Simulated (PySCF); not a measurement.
## Oxygen: a sound run and one with changed settings

Sound run: O [He] 2s2 2p4, O⁺ [He] 2s2 2p3. Computed with PySCF 2.14 in def2-SVP (3s2p1d, 14 functions), with no relativity, point nucleus. In the sound run the correlated levels freeze 1s2. The sound run starts from symmetry-adapted Hartree-Fock orbitals and uses a fine grid where one is needed.

A second run was set up differently.

```tsv
species	method	sound run (hartree)	changed run (hartree)	converged
O	MP2	-74.82140	-74.76943	yes
O	CCSD(T)	-74.83747	-74.77687	yes
O⁺	MP2	-74.34500	-74.29260	yes
O⁺	CCSD(T)	-74.36051	-74.29596	yes
```

Ionisation energy of O:

| method | sound run (eV) | changed run (eV) |
| --- | --- | --- |
| UHF | 12.083 | 12.083 |
| MP2 | 12.963 | 12.975 |
| SCS-MP2 | 12.985 | 13.103 |
| CCSD | 12.972 | 13.082 |
| CCSD(T) | 12.979 | 13.086 |

What was changed?
A. minimal basis
B. basis contracted for another Hamiltonian
C. a valence shell is frozen
D. too few SCF iterations

C. Freezing a valence shell removes pair correlation that changes on ionisation.
